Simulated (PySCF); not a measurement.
Atom-mapped SMILES (the numbers label the heavy atoms): `[F:1][CH:2]([F:3])[Cl:4]`. Each H is labelled by its parent atom.

All values are calculated (PySCF 2.14.0 with density-fitted response routines): geometry from GFN2-xTB, GIAO PBE0/pcSseg-1 shieldings. Equivalent nuclei averaged, isolated molecule, single conformer, non-relativistic Hamiltonian.

Chemical shifts δ = σref − σ; TMS for 13C (σref 186.93), 1H (σref 31.72); 19F (σref 170.95) against CFCl3; 35Cl (σref 949.78) against HCl, all at this level.

| atoms | nucleus | count | δ (ppm) |
| --- | --- | --- | --- |
| F1/F3 | 19F | 2 | ? |
| C2 | 13C | 1 | 129.7 |
| H(C2) | 1H | 1 | ? |
| Cl4 | 35Cl | 1 | 319 |

Estimate the values marked ?.

Answers


- H(C2): 7.34 ppm, hydrogen on an sp3 CH bonded to Cl and 2 F; its carbon carries Cl and F, hence the downfield position
- F1/F3: -80.7 ppm, fluorine of a CF2 group

Carbons that carry Cl, above all several Cl atoms, come out too deshielded, partly because spin–orbit coupling is missing. Shifts are as computed. Against solution values, carbons near 30 ppm lie about +3 ppm off and those near 130 ppm about +5 ppm; carbons on Cl a further +6 ppm. Of 1211 compounds with measured shifts, 218 miss one by over three times the rms of a fit or turn the order of signals round; such compounds aren't used in these exercises. Unscaled 19F shifts against computed CFCl3 carry errors that often reach 10 to 50 ppm.
